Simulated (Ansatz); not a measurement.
Two shapes of singlet CH2F2.

Shape 1:

```xyz
5

C     0.5028   -0.0104   -0.0475
H     1.0938    0.6769    0.6109
H     1.1138   -0.6084   -0.6133
F    -0.3106    0.8060   -0.7436
F    -0.2633   -0.8180    0.7834
```

Shape 2:

```xyz
5

C     0.4517    0.0000    0.0000
H     1.0227    0.5944    0.5944
H     1.0227   -0.5944   -0.5944
F    -0.2642    0.7129   -0.7129
F    -0.2642   -0.7129    0.7129
```

Basis set: 6-31G* (spherical functions). Correlated methods keep 3 orbitals frozen. Charge 0, multiplicity 1.

Computed with Ansatz (development build ahead of 0.2.0); each method stands on the lowest determinant of its kind that the runs found.

(1) Which shape is lower in energy, and by how much in each method?

## Answers

(1)

| method | E(2) − E(1) (eV) |
| --- | --- |
| RHF | 0.657 |
| RHF-MP2 | 1.093 |

Shape 1 is lower. Caution: no unrestricted run beside it, a lower state can exist.
